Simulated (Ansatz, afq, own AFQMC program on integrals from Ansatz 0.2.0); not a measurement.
# SiNH$_{5}$, singlet: AFQMC among the cluster methods

```yaml
atoms:
  - { symbol: N, position_ang: [-1.8445, 0.0253, -0.0188] }
  - { symbol: H, position_ang: [-2.1417, 0.9931, -0.0188] }
  - { symbol: H, position_ang: [-2.1417, -0.3770, 0.8614] }
  - { symbol: H, position_ang: [-0.8320, 0.0253, -0.0188] }
  - { symbol: Si, position_ang: [0.9885, 0.0253, -0.0188] }
  - { symbol: H, position_ang: [1.6007, -0.8490, 1.0712] }
  - { symbol: H, position_ang: [1.6007, -0.8490, -1.1088] }
```

Basis cc-pVDZ. Noble-gas cores (and the filled d shells of Ga–Kr and In–Xe) are frozen. AFQMC by an in-house program on the Cholesky factors that Ansatz 0.2.0 writes for its CCSD(T) run. The CISD trial takes its coefficients from CCSD amplitudes. Released means that phaseless walkers are propagated on without the constraint, phases kept. Error bars are statistical, one sigma.

Determinant: RHF, the one that the program's search chose, which needn't be the lowest solution. The geometry is a point of a scan.

No full CI on the walks' own integrals is used here; CCSDT(Q) serves as the reference and is uncertain by about the last step of the cluster series.

Cautions: higher spins were not checked; restricted determinant unstable towards unrestricted (UHF 66 meV lower, ⟨S²⟩ 0.34); the released energies are still falling, so no released level is given (meV from the phaseless value at times in 1/Eh: -10 ± 5 at 0.24, -5 ± 4 at 0.51, -6 ± 4 at 0.99, -11 ± 3 at 1.62, -16 ± 7 at 2.40), though the last usable value meets CCSDT(Q) within the noise.

* T1 diagnostic: 0.0121
* weight of the determinant in the CISD state: 0.858
* size of the correlated space: 14 electrons in 51 orbitals

```json
{"level": "MP2", "correlation energy (eV)": "-7.7754"}
{"level": "CCSD", "correlation energy (eV)": "-8.9027"}
{"level": "CCSD(T)", "correlation energy (eV)": "-9.1163"}
```

(1) Estimate where phaseless AFQMC with a CISD trial lies against CCSD(T) on the same integrals.

(1) 0.77 ± 0.09 kcal/mol below CCSD(T).

Reference: CCSDT(Q), correlation energy -9.159 eV.

```
        level  E − E(reference) (kcal/mol)  share of correlation (%)
      CCSD(T)                         0.99                     99.53
        CCSDT                         0.36                     99.83
ph-AFQMC/CISD                  0.22 ± 0.09                     99.89
```
